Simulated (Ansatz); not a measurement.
Process, species as SMILES: C=CCl → [CH]=C (CH-CH2) + Cl atom
B3LYP-D3(BJ)/def2-TZVP geometries, fixed; electronic energies without zero-point terms.

Basis-set convergence of the bond dissociation energy at CCSD(T) with Ansatz (a first-principles code). Cartesian d functions, on some or all atoms, in 6-31G*, 6-31G**, 6-311G**; all else is spherical. Cores are frozen. An unrestricted Hartree-Fock determinant is markedly spin-contaminated. Open shells are unrestricted. No added dispersion term, no relativity. Functions are those of the species that has most. Reference: Hartree-Fock in cc-pV(Q+d)Z plus the correlation part extrapolated as X^-3 from cc-pV(T+d)Z and cc-pV(Q+d)Z, 98.52 kcal/mol, itself unsure by roughly 0.54 kcal/mol (a third of the extrapolation step and of the last Hartree-Fock step).

```
basis            functions  bond dissociation energy (kcal/mol)
---------------  ---------  -----------------------------------
6-31G*                  55                                90.96
6-31G**                 64                                91.10
6-311G**                81                                91.02
def2-SVPD               91                                  ___
aug-cc-pV(D+d)Z        105                                91.71
pcseg-2                136                                95.27
def2-TZVPP             146                                  ___
jun-cc-pV(T+d)Z        168                                95.08
def2-TZVPPD            176                                95.36
aug-cc-pV(T+d)Z        216                                  ___
cc-pV(Q+d)Z            264                                96.92
pcseg-3                283                                97.06
def2-QZVPPD            304                                  ___
```

Some entries are withheld; supply them.


- def2-SVPD, bond dissociation energy (kcal/mol): 91.05
- def2-TZVPP, bond dissociation energy (kcal/mol): 94.93
- aug-cc-pV(T+d)Z, bond dissociation energy (kcal/mol): 95.74
- def2-QZVPPD, bond dissociation energy (kcal/mol): 96.99
